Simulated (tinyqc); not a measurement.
Inside a calculation. Method: LCCD on RHF in the sto-6g basis, frozen core, for H2O, spin multiplicity 1. One step of it, computed by the program tinyqc.

Problem. Orthogonalisation. S = U s U^T; symmetric (Loewdin) form X = U s^(-1/2) U^T, so that X^T S X = 1.

overlap S, order 1O 1s, 1O 2s, 1O 2px, 1O 2py, 1O 2pz, 2H 1s, 3H 1s:
$$\begin{pmatrix}
1.000000 & 0.231145 & 0.000000 & 0.000000 & 0.000000 & 0.043095 & 0.043095 \\
0.231145 & 1.000000 & 0.000000 & 0.000000 & 0.000000 & 0.408041 & 0.408041 \\
0.000000 & 0.000000 & 1.000000 & 0.000000 & 0.000000 & 0.000000 & 0.000000 \\
0.000000 & 0.000000 & 0.000000 & 1.000000 & 0.000000 & 0.293646 & -0.293646 \\
0.000000 & 0.000000 & 0.000000 & 0.000000 & 1.000000 & 0.195433 & 0.195433 \\
0.043095 & 0.408041 & 0.000000 & 0.293646 & 0.195433 & 1.000000 & 0.170387 \\
0.043095 & 0.408041 & 0.000000 & -0.293646 & 0.195433 & 0.170387 & 1.000000
\end{pmatrix}$$

Give: eigenvalues of S; X.

Solution.

eigenvalues of S: [0.4146, 0.4909, 0.8949, 1.0000, 1.0856, 1.3387, 1.7753]

X, order 1O 1s, 1O 2s, 1O 2px, 1O 2py, 1O 2pz, 2H 1s, 3H 1s:
$$\begin{pmatrix}
1.0225 & -0.1342 & 0.0000 & 0.0000 & -0.0068 & 0.0182 & 0.0182 \\
-0.1342 & 1.1768 & 0.0000 & 0.0000 & 0.0732 & -0.2412 & -0.2412 \\
0.0000 & 0.0000 & 1.0000 & 0.0000 & 0.0000 & 0.0000 & 0.0000 \\
0.0000 & 0.0000 & 0.0000 & 1.0892 & 0.0000 & -0.1950 & 0.1950 \\
-0.0068 & 0.0732 & 0.0000 & 0.0000 & 1.0344 & -0.1136 & -0.1136 \\
0.0182 & -0.2412 & 0.0000 & -0.1950 & -0.1136 & 1.1445 & -0.0578 \\
0.0182 & -0.2412 & 0.0000 & 0.1950 & -0.1136 & -0.0578 & 1.1445
\end{pmatrix}$$
